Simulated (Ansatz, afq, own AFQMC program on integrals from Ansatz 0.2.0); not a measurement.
Integrals from Ansatz 0.2.0, then the random walk in our own AFQMC program (afq).

```yaml
crystal:
  periodic: [false, false, false]
  atoms:
    - {symbol: Si, position_ang: [0.000000, 0.000000, 3.962935]}
    - {symbol: Al, position_ang: [0.000000, 0.000000, -1.184065]}
    - {symbol: H, position_ang: [0.000000, 0.000000, -2.778871]}
basis:
  gaussian: {orbitals: 6-31G}
magnetization: {spin_polarized: false}
correlation: {method: ccsd_t, electrons: outside_noble_gas, hamiltonian_folder: ham}
```

```sh
$ ansatz run in.yaml --threads 1 --pin off --events-out ev --progress --plain --max-ram 16896MiB --backend cuda --devices 0, --max-vram 18GiB
```

afq runs on the folder ham with

```
--method phaseless --trial cisd --walkers 4000 --populations 20 --least-time 60 --time-step 0.005 --steps-per-block 50 --equilibration-blocks 40 --max-blocks 4000 --target-error 0.00034 --factor-cut 1e-05 --seed 8082 --release-times 0.24,0.51,0.99,1.62,2.4 --release-step 0.03 --release-every 3 --taylor-order 6
```

Times are imaginary, in 1/Eh. The walk had a cap of 122 s. With eight or more populations the least sampling time is a fifth of least-time, and the error comes from their spread.

Output of the walk:

```
orbitals 18  electrons 4 4  factors 87 of 310
reference energy -531.19601923 Eh
CCSD correlation -0.08653405 Eh in 25 cycles, weight of the determinant in the CISD state 0.7583
energy of the start -531.282550 Eh
 block  time / (1/Eh)  mean weight  energy / Eh
     1     0.250  1.0001  -531.281591
     2     0.500  0.9999  -531.281164
     3     0.750  0.9999  -531.281073
     4     1.000  1.0000  -531.281085
     5     1.250  0.9999  -531.281182
     7     1.750  0.9999  -531.281520
     9     2.250  1.0000  -531.281785
    11     2.750  1.0000  -531.282112
    15     3.750  1.0000  -531.282435
    19     4.750  1.0000  -531.282630
    23     5.750  0.9999  -531.283197
    27     6.750  1.0000  -531.283032
    31     7.750  1.0001  -531.282889
    35     8.750  0.9999  -531.283791
    39     9.750  1.0002  -531.283375
    43    10.750  1.0002  -531.283158
    47    11.750  1.0001  -531.283124
    51    12.750  0.9999  -531.284765
    55    13.750  1.0002  -531.284159
    59    14.750  1.0002  -531.284131
    63    15.750  0.9997  -531.284102
    67    16.750  1.0000  -531.283005
    71    17.750  1.0001  -531.283985
    75    18.750  1.0001  -531.284832
    79    19.750  1.0002  -531.284010
    83    20.750  0.9998  -531.283545
    85    21.250  1.0001  -531.285626
    87    21.750  1.0001  -531.285275
    89    22.250  0.9998  -531.284622
error from the spread of 20 populations
released: time / (1/Eh)  energy / Eh  error  mean overlap
  0.24  -531.284315  0.000182  1.0003
  0.51  -531.284454  0.000189  1.0001
  0.99  -531.284643  0.000177  1.0008
  1.62  -531.284960  0.000226  0.9974
  2.40  -531.285063  0.000248  1.0028
energy -531.284088 +/- 0.000169 Eh
(rows thinned)
```

The run passed its tests (sampling time, drift between the halves within three errors, error under three times the target), which doesn't prove that it has relaxed. The second half of the sampling lies below the first by 2.1 errors of their difference, so the energy may still be moving and its error bar be too small.

Against this walk (error 4.6 meV) on the same determinant: CCSD(T) 2.6 meV higher (within the noise), CCSDT(Q) 75.4 meV lower, CCSDTQ 75.5 meV lower, full CI 75.6 meV lower. The error is statistical and leaves out the bias of the constraint. The released energies are still falling (meV from the phaseless value at times in 1/Eh: -6 ± 5 at 0.24, -10 ± 5 at 0.51, -15 ± 5 at 0.99, -24 ± 6 at 1.62, -27 ± 7 at 2.40), so they give no level; they do show a bias of the constraint, and the last of them that isn't too noisy lies 49 meV above full CI. Full CI is exact here, so the walk's 76 meV above it is the walk's own error: the bias of the constraint with this trial, or a walk that hasn't relaxed. The determinant is a poor start (see the cautions), so the low cluster orders aren't to be relied on, and full CI is the sure value.

Cautions: constraint bias not in the error; another spin lies lower; restricted determinant unstable towards unrestricted (UHF 1.07 eV lower, ⟨S²⟩ 1.01); strong correlation (T1 0.010, weight of the determinant 0.76, largest double 0.38); the CCSDT(Q) amplitudes may be one of several solutions (largest double 0.89); the CCSDTQ amplitudes may be one of several solutions (largest double 0.88); the determinant fills πx and πy unequally, so it mixes two states of the linear molecule, and each level undoes that mixture to a different degree, while full CI gives the lower state; CCSDTQ on the UHF determinant differs (1.03 eV lower), perhaps since the unrestricted series falls towards higher spin.

The walk took 24 s on 1 × NVIDIA H100 80GB HBM3 with 2 threads of AMD EPYC 7R13 Processor (Zen 3), on a shared host (the card was shared). The log's last line is the phaseless energy.

CCSDT and higher add their correlation energy to the determinant of the CCSD(T) run, since their own runs factorise the integrals more tightly (a shift of under 2 meV).
